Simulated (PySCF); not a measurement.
# input.py for BS

File input.py (PySCF 2.14):

```python
from pyscf import gto, scf, cc

mol = gto.M(
    atom='B 0 0 0; S 0 0 1.863',
    basis='cc-pcvdz',
    charge=0,
    spin=1,
    verbose=4,
)
mf = scf.UHF(mol)
mf.kernel()
mycc = cc.CCSD(mf, frozen=6)
mycc.kernel()
mycc.ccsd_t()
mf.dip_moment()
print('orbital energies (hartree):', [e[max(0, n-3):n+3].round(4) for e, n in zip(mf.mo_energy, mol.nelec)])
```

```bash
$ OMP_NUM_THREADS=1 python input.py
```

The log (some set-up lines and the per-cycle HOMO/LUMO lines with their warnings removed):

```
PySCF version 2.14.0

[INPUT] Symbol           X                Y                Z      unit          X                Y                Z       unit  Magmom
[INPUT]  1 B      0.000000000000   0.000000000000   0.000000000000 AA    0.000000000000   0.000000000000   0.000000000000 Bohr   0.0
[INPUT]  2 S      0.000000000000   0.000000000000   1.863000000000 AA    0.000000000000   0.000000000000   3.520559770065 Bohr   0.0

nuclear repulsion = 22.723659084058
number of shells = 15
number of NR pGTOs = 80
number of NR cGTOs = 45
basis = cc-pcvdz
ecp = {}

******** <class 'pyscf.scf.uhf.UHF'> ********
method = UHF
initial guess = minao
damping factor = 0
level_shift factor = 0
DIIS = <class 'pyscf.scf.diis.CDIIS'>
SCF conv_tol = 1e-09
SCF max_cycles = 50
number electrons alpha = 11  beta = 10
init E= -421.974925098271

cycle= 1 E= -422.032243228961  delta_E= -0.0573  |g|= 0.297  |ddm|= 0.924
cycle= 2 E= -422.068948499948  delta_E= -0.0367  |g|= 0.289  |ddm|= 0.662
cycle= 3 E= -422.127077214298  delta_E= -0.0581  |g|= 0.0446  |ddm|= 0.254
cycle= 4 E= -422.131160720814  delta_E= -0.00408  |g|= 0.0235  |ddm|= 0.0955
cycle= 5 E= -422.132674220413  delta_E= -0.00151  |g|= 0.0119  |ddm|= 0.0602
cycle= 6 E= -422.133245351106  delta_E= -0.000571  |g|= 0.00821  |ddm|= 0.0317
cycle= 7 E= -422.133705082599  delta_E= -0.00046  |g|= 0.0056  |ddm|= 0.0372
cycle= 8 E= -422.133958127315  delta_E= -0.000253  |g|= 0.00463  |ddm|= 0.0275
cycle= 9 E= -422.134273692281  delta_E= -0.000316  |g|= 0.0036  |ddm|= 0.0415
cycle= 10 E= -422.134601289783  delta_E= -0.000328  |g|= 0.00231  |ddm|= 0.0652
cycle= 11 E= -422.134693275197  delta_E= -9.2e-05  |g|= 0.001  |ddm|= 0.0425
cycle= 12 E= -422.134700734322  delta_E= -7.46e-06  |g|= 0.000384  |ddm|= 0.00911
cycle= 13 E= -422.134702451241  delta_E= -1.72e-06  |g|= 0.000335  |ddm|= 0.00688
cycle= 14 E= -422.134702581882  delta_E= -1.31e-07  |g|= 9.74e-05  |ddm|= 0.000782
cycle= 15 E= -422.134702602261  delta_E= -2.04e-08  |g|= 2.14e-05  |ddm|= 0.000532
cycle= 16 E= -422.134702603477  delta_E= -1.22e-09  |g|= 4.03e-06  |ddm|= 0.000134
cycle= 17 E= -422.13470260351  delta_E= -3.23e-11  |g|= 1.38e-06  |ddm|= 1.2e-05
Extra cycle  E= -422.134702603513  delta_E= -3.41e-12  |g|= 8.12e-07  |ddm|= 1.97e-06
converged SCF energy = -422.134702603513  <S^2> = 0.88592768  2S+1 = 2.1315982

******** <class 'pyscf.cc.uccsd.UCCSD'> ********
CC2 = 0
CCSD nocc = (np.int64(5), np.int64(4)), nmo = (39, 39)
frozen orbitals 6
max_cycle = 50
direct = 0
conv_tol = 1e-07
conv_tol_normt = 1e-06
Init t2, MP2 energy = -0.190186444595089
Init E_corr(UCCSD) = -0.190186444595975
cycle = 1  E_corr(UCCSD) = -0.195204763405103  dE = -0.00501831881  norm(t1,t2) = 0.116935
cycle = 2  E_corr(UCCSD) = -0.205427233293979  dE = -0.0102224699  norm(t1,t2) = 0.0435857
cycle = 3  E_corr(UCCSD) = -0.205540549048173  dE = -0.000113315754  norm(t1,t2) = 0.0351112
cycle = 4  E_corr(UCCSD) = -0.209298619179888  dE = -0.00375807013  norm(t1,t2) = 0.02103
cycle = 5  E_corr(UCCSD) = -0.209501344424584  dE = -0.000202725245  norm(t1,t2) = 0.00876073
cycle = 6  E_corr(UCCSD) = -0.209594241624946  dE = -9.28972004e-05  norm(t1,t2) = 0.00409073
cycle = 7  E_corr(UCCSD) = -0.209844052166726  dE = -0.000249810542  norm(t1,t2) = 0.00185111
cycle = 8  E_corr(UCCSD) = -0.20983978845855  dE = 4.26370818e-06  norm(t1,t2) = 0.000542574
cycle = 9  E_corr(UCCSD) = -0.209825381600035  dE = 1.44068585e-05  norm(t1,t2) = 0.000244318
cycle = 10  E_corr(UCCSD) = -0.209826420041198  dE = -1.03844116e-06  norm(t1,t2) = 0.0001252
cycle = 11  E_corr(UCCSD) = -0.209825373244714  dE = 1.04679648e-06  norm(t1,t2) = 6.89416e-05
cycle = 12  E_corr(UCCSD) = -0.209827493419784  dE = -2.12017507e-06  norm(t1,t2) = 4.11941e-05
cycle = 13  E_corr(UCCSD) = -0.209827791911518  dE = -2.98491734e-07  norm(t1,t2) = 2.17422e-05
cycle = 14  E_corr(UCCSD) = -0.209827298533415  dE = 4.93378103e-07  norm(t1,t2) = 1.01268e-05
cycle = 15  E_corr(UCCSD) = -0.209827128534754  dE = 1.69998661e-07  norm(t1,t2) = 5.10045e-06
cycle = 16  E_corr(UCCSD) = -0.20982694848964  dE = 1.80045114e-07  norm(t1,t2) = 2.84917e-06
cycle = 17  E_corr(UCCSD) = -0.209826944505821  dE = 3.98381916e-09  norm(t1,t2) = 1.37181e-06
cycle = 18  E_corr(UCCSD) = -0.209826933708142  dE = 1.07976794e-08  norm(t1,t2) = 5.22315e-07
UCCSD converged
E(UCCSD) = -422.3445295372211  E_corr = -0.2098269337081418
UCCSD(T) correction = -0.0136705634101005
Dipole moment(X, Y, Z, Debye):  0.00000, -0.00000, -2.26725
orbital energies (hartree): [array([-0.4569, -0.3669, -0.3669,  0.0294,  0.0294,  0.2116]), array([-0.5184, -0.3948, -0.3948, -0.0133,  0.0847,  0.0847])]
```

In short: E(SCF) = -422.134703 Eh, E(CCSD) − E(SCF) = -0.20983 Eh, (T) = -0.01367 Eh, ⟨S²⟩ = 0.886, μz(SCF) = -2.27 D.

Run time: 2.8 s on 1 thread of Arm Neoverse V2 (shared host), peak memory 0.2 GiB.

The bond length is a typed value, not an optimised one. No search for the lowest solution was made.
